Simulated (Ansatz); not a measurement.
Nudged elastic band run: BClH$_{3}$

Input:

```yaml
crystal:
  periodic: [false, false, false]
  atoms:
    - { symbol: B, position_ang: [-0.006291, 0.0, -0.325149] }
    - { symbol: H, position_ang: [0.01486, 0.0, 0.877423] }
    - { symbol: H, position_ang: [0.984977, 0.0, -1.006274] }
    - { symbol: Cl, position_ang: [-1.553472, 0.0, -1.117898] }
    - { symbol: H, position_ang: [-0.020376, 0.0, 3.886897] }
magnetization:
  spin_polarized: true
  initial_magnetization: 1
basis:
  gaussian: { orbitals: def2-SVP }
hamiltonian:
  xc: pbe0
  dispersion: d4
neb:
  order_check: false
  images: 5
  f_tol: 0.05
  max_iterations: 60
  optimiser: lbfgs
  climbing: true
  final_atoms:
    - { symbol: B, position_ang: [-0.07380469, 0.0, -0.66092669] }
    - { symbol: H, position_ang: [0.0300674, 0.0, 2.46174675] }
    - { symbol: H, position_ang: [0.98938794, 0.0, -1.23205204] }
    - { symbol: Cl, position_ang: [-1.58507045, 0.0, -1.47733772] }
    - { symbol: H, position_ang: [0.0591178, 0.0, 3.22356871] }
  initial_path:
    images:
      - { positions_ang: [[-0.006291, 0.0, -0.325149], [0.01486, 0.0, 0.877423], [0.984977, 0.0, -1.006274], [-1.553472, 0.0, -1.117898], [-0.020376, 0.0, 3.886897]] }
      - { positions_ang: [[-0.0049068, 0.0, -0.21694296], [0.01140909, 0.0, 1.06476659], [0.99851956, 0.0, -0.87094279], [-1.57471908, 0.0, -1.05296102], [-0.01060477, 0.0, 3.39107918]] }
      - { positions_ang: [[-0.0035226, 0.0, -0.10873693], [0.00795817, 0.0, 1.25211018], [1.01206212, 0.0, -0.73561157], [-1.59596616, 0.0, -0.98802405], [-0.00083353, 0.0, 2.89526137]] }
      - { positions_ang: [[-0.0021384, 0.0, -0.00053089], [0.00450726, 0.0, 1.43945377], [1.02560467, 0.0, -0.60028036], [-1.61721324, 0.0, -0.92308707], [0.0089377, 0.0, 2.39944355]] }
      - { positions_ang: [[-0.02602716, 0.0, -0.22066282], [0.01302731, 0.0, 1.7802181], [1.01353243, 0.0, -0.81087092], [-1.60649898, 0.0, -1.10783729], [0.0256644, 0.0, 2.67415194]] }
      - { positions_ang: [[-0.04991593, 0.0, -0.44079476], [0.02154735, 0.0, 2.12098242], [1.00146019, 0.0, -1.02146148], [-1.59578471, 0.0, -1.2925875], [0.0423911, 0.0, 2.94886032]] }
      - { positions_ang: [[-0.07380469, 0.0, -0.66092669], [0.0300674, 0.0, 2.46174675], [0.98938794, 0.0, -1.23205204], [-1.58507045, 0.0, -1.47733772], [0.0591178, 0.0, 3.22356871]] }
```

Command:

```bash
$ ansatz run input.yaml --threads 1 --pin off --max-ram 2048MiB --backend cpu --events-out ev --progress --plain --runs-dir out
```

Output, in part (warnings, iteration lines, the closing report on the highest movable image, with atoms numbered from 0):

```
NEB end point (image 0): max|allowed force component| = 1.797e-2 eV/Å (the criterion of neb.relax_end_points is 1.000e-2)
NEB end point (image 6): max|allowed force component| = 4.866e-3 eV/Å (the criterion of neb.relax_end_points is 1.000e-2)
NEB iter   1: max|band force component| = 2.278e0 eV/Å  barrier→ = 0.5419 eV  barrier← = 0.4233 eV  Δτ_max = 0.0355 Å  (210 SCF iters)
NEB iter   2: max|band force component| = 1.538e0 eV/Å  barrier→ = 0.4062 eV  barrier← = 0.2875 eV  Δτ_max = 0.0590 Å  (164 SCF iters)
NEB iter   3: max|band force component| = 1.043e0 eV/Å  barrier→ = 0.3680 eV  barrier← = 0.2493 eV  Δτ_max = 0.0187 Å  (162 SCF iters)
NEB iter   4: max|band force component| = 2.454e-1 eV/Å  barrier→ = 0.3558 eV  barrier← = 0.2371 eV  CI = image 3  Δτ_max = 0.0041 Å  (146 SCF iters)
NEB iter   5: max|band force component| = 2.330e-1 eV/Å  barrier→ = 0.3558 eV  barrier← = 0.2372 eV  CI = image 3  Δτ_max = 0.0198 Å  (130 SCF iters)
NEB iter   6: max|band force component| = 2.123e-1 eV/Å  barrier→ = 0.3573 eV  barrier← = 0.2386 eV  CI = image 3  Δτ_max = 0.0216 Å  (143 SCF iters)
NEB iter   7: max|band force component| = 1.150e-1 eV/Å  barrier→ = 0.3597 eV  barrier← = 0.2411 eV  CI = image 3  Δτ_max = 0.0293 Å  (136 SCF iters)
NEB iter   8: max|band force component| = 3.592e-1 eV/Å  barrier→ = 0.3618 eV  barrier← = 0.2431 eV  CI = image 3  Δτ_max = 0.0062 Å  (147 SCF iters)
NEB iter   9: max|band force component| = 9.749e-2 eV/Å  barrier→ = 0.3613 eV  barrier← = 0.2426 eV  CI = image 3  Δτ_max = 0.0021 Å  (130 SCF iters)
NEB iter  10: max|band force component| = 6.594e-2 eV/Å  barrier→ = 0.3610 eV  barrier← = 0.2423 eV  CI = image 3  Δτ_max = 0.0043 Å  (119 SCF iters)
NEB iter  11: max|band force component| = 7.154e-2 eV/Å  barrier→ = 0.3605 eV  barrier← = 0.2419 eV  CI = image 3  Δτ_max = 0.0010 Å  (122 SCF iters)
NEB iter  12: max|band force component| = 4.670e-2 eV/Å  barrier→ = 0.3604 eV  barrier← = 0.2418 eV  CI = image 3  Δτ_max = 0.0264 Å  (237 SCF iters)
NEB iter  13: max|band force component| = 3.520e-2 eV/Å  barrier→ = 0.3590 eV  barrier← = 0.2403 eV  CI = image 3  Δτ_max = 0.0000 Å  (72 SCF iters)
Total energy: -13235.54549863 eV, -486.3973256996 hartree
Atom 0 at    -0.021897     0.000000    -0.060496 Å, force     0.017321    -0.000000    -0.000638 eV/Å
Atom 1 at    -0.021059     0.000000     1.497663 Å, force     0.009998     0.000000    -0.002306 eV/Å
Atom 2 at     1.021183    -0.000000    -0.667055 Å, force    -0.017481    -0.000000    -0.008306 eV/Å
Atom 3 at    -1.544871    -0.000000    -0.866783 Å, force     0.007781     0.000000     0.009845 eV/Å
Atom 4 at    -0.013658    -0.000000     2.411670 Å, force    -0.017619    -0.000000     0.001405 eV/Å
Dipole moment:     0.028280     0.000000    -0.184494 e Å
```

It converged. The band force fell under the threshold earlier too, but the program's further tests of the path sent the band on. Another band between the same ends (5 images) ends at a top of the same energy, where a vibrational analysis finds 2 clearly imaginary modes.

Final band (atoms are numbered from 1 in the order of the input):

| image | path coordinate (Å) | energy (kcal/mol) | B1–H2 (Å) | H2–H5 (Å) |
| --- | --- | --- | --- | --- |
| 0 | 0.00 | 0.0 | 1.20 | 3.01 |
| 1 | 0.57 | 0.2 | 1.20 | 2.37 |
| 2 | 1.15 | 1.8 | 1.21 | 1.72 |
| 3 | 1.73 | 8.3 | 1.56 | 0.91 |
| 4 | 2.27 | 4.8 | 2.13 | 0.78 |
| 5 | 2.81 | 3.1 | 2.62 | 0.77 |
| 6 | 3.36 | 2.7 | 3.12 | 0.76 |

The run took 43 s on 1 thread of Intel(R) Xeon(R) 6975P-C (Granite Rapids), on a shared host, peak memory 0.13 GiB.
